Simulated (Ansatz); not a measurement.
Born–Oppenheimer molecular dynamics of BH₇SSi (10 atoms, charge 0, multiplicity 1). It starts at the highest image of a converged band, a first-order saddle point between two minima.

Computed with RKS revPBE/def2-SVP in Ansatz.

```json
{"ensemble": "NVE (velocity Verlet)", "time step": "0.5 fs", "steps asked": "200", "starting velocities drawn for": "100 K", "seed": "12112"}
```

First frame:

```xyz
10
Properties=species:S:1:pos:R:3
B -0.264 -0.913 0.082
Si 1.127 0.481 -0.575
H -0.680 -1.593 -0.840
H 0.145 -1.460 1.091
H -1.031 0.531 -0.016
S -2.167 -0.025 0.684
H 0.677 1.410 -1.681
H 1.670 1.361 0.528
H 2.266 -0.349 -1.115
H -1.743 0.559 1.842
```

(1) What does the run give?

(2) What happens to the structure?

(3) How do temperature and energy run in time?

Answers

(1) All steps were run.

```json
{
  "steps done": "200",
  "time covered": "100 fs",
  "mean temperature over the second half": "827 K",
  "spread of the potential energy over the second half": "12.6 meV per atom",
  "mean potential energy of the second half above the start": "-75.2 meV per atom"
}
```

The conserved energy stayed within 0.048 meV per atom of its start (net change -0.024 meV per atom), so the integration is sound. The system heated up, since it started high on the potential surface and ran downhill. A run of 0.1 ps of so small a system gives no equilibrium averages. The orbitals stay closed-shell, which can raise the energy where a bond breaks towards radicals; this wasn't checked here.

(2) The step under study would form B1–S6, Si2–H5 and break B1–Si2, H5–S6. These pairs go: B1–S6 2.19 → 1.76 Å, Si2–H5 2.23 → 1.46 Å, B1–Si2 2.08 → 3.76 Å, H5–S6 1.45 → 4.29 Å. In the last frame they stand as after the step (other bonds may differ from the relaxed reactants and products). It ends as BH3S + H4Si. Pairs count as bonded within 1.25 times the sum of covalent radii (0.12 Å more for H–H). Another seed would give other details.

(3) 
```
time (fs)  T (K)  potential energy less start (eV)  conserved less start (meV/atom)
      0.0    100                             0.000                             0.00
      5.0     66                             0.036                             0.02
     10.0     53                             0.048                             0.02
     15.0     70                             0.031                             0.01
     20.0     97                             0.003                             0.01
     25.0    163                            -0.065                             0.02
     30.0    319                            -0.227                             0.01
     35.0    404                            -0.315                             0.00
     40.0    460                            -0.373                            -0.03
     45.0    459                            -0.371                             0.01
     50.0    644                            -0.562                            -0.03
     55.0    692                            -0.612                             0.00
     60.0    705                            -0.626                             0.00
     65.0    710                            -0.631                             0.00
     70.0    733                            -0.654                             0.02
     75.0    891                            -0.818                            -0.03
     80.0    930                            -0.858                             0.00
     85.0    866                            -0.792                             0.00
     90.0    887                            -0.814                            -0.02
     95.0    995                            -0.926                             0.00
    100.0   1020                            -0.951                            -0.02
```

Run time: 3.4 min on 2 threads of Arm Neoverse V2, with other jobs on the host, peak memory 0.12 GiB.
